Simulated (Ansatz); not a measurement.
A calculation with Ansatz (development build ahead of 0.2.0).

```yaml
crystal:
  periodic: [false, false, false]
  atoms:
    - { symbol: "N", position_ang: [0.0, 0.0, 0.11186] }
    - { symbol: H, position_ang: [0.86098, 0.0, -0.261] }
    - { symbol: H, position_ang: [-0.43049, 0.74563, -0.261] }
    - { symbol: H, position_ang: [-0.43049, -0.74563, -0.261] }
basis:
  gaussian: { orbitals: cc-pVDZ }
hamiltonian:
  xc: hf
correlation:
  method: mp2
  frozen_orbitals: { H: 0, "N": 1 }
```

The input is written out in the form of the current development build from the run's settings.

Results

- Converged: yes
- Reference energy: -56.18036 hartree
- Correlation energy: -0.18162 hartree
- Total energy: -56.36198 hartree
- Spin squared of the determinant: 0.000
